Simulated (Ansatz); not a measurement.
Start from `N/C(O)=C\F` and change one atom or group to get `C=C(N)O`.

Ansatz, PBE0-D4/def2-TZVP geometries, multiplicity 1. Each molecule was computed in one conformer, which needn't be the lowest.

```
                                                                                  property  `N/C(O)=C\F`
ideal-gas entropy at 298 K and 1 bar (rigid rotor, harmonic PBE0-D4/def2-TZVP) / J/(mol·K)           303
                                                       HOMO energy (B3LYP/def2-TZVPP) / eV         -5.92
                                                        LUMO energy (PBE0/def2-TZVPP) / eV          0.88
                                                     LUMO energy (ωB97M-V/def2-TZVPP) / eV          2.28
                                                     HOMO energy (ωB97M-V/def2-TZVPP) / eV         -8.35
                                                       LUMO energy (B3LYP/def2-TZVPP) / eV          0.48
```

**Question.** Give the same properties after the change, and the shifts. (Best estimate.)

**Answer.** Ansatz gave: 
```tsv
property	`C=C(N)O`	shift
ideal-gas entropy at 298 K and 1 bar (rigid rotor, harmonic PBE0-D4/def2-TZVP) / J/(mol·K)	285	-18
HOMO energy (B3LYP/def2-TZVPP) / eV	-5.66	0.26
LUMO energy (PBE0/def2-TZVPP) / eV	0.88	0.00
LUMO energy (ωB97M-V/def2-TZVPP) / eV	2.33	0.05
HOMO energy (ωB97M-V/def2-TZVPP) / eV	-8.10	0.25
LUMO energy (B3LYP/def2-TZVPP) / eV	0.50	0.02
```

B3LYP here is the variant with VWN-RPA as its local correlation; programs differ in this.
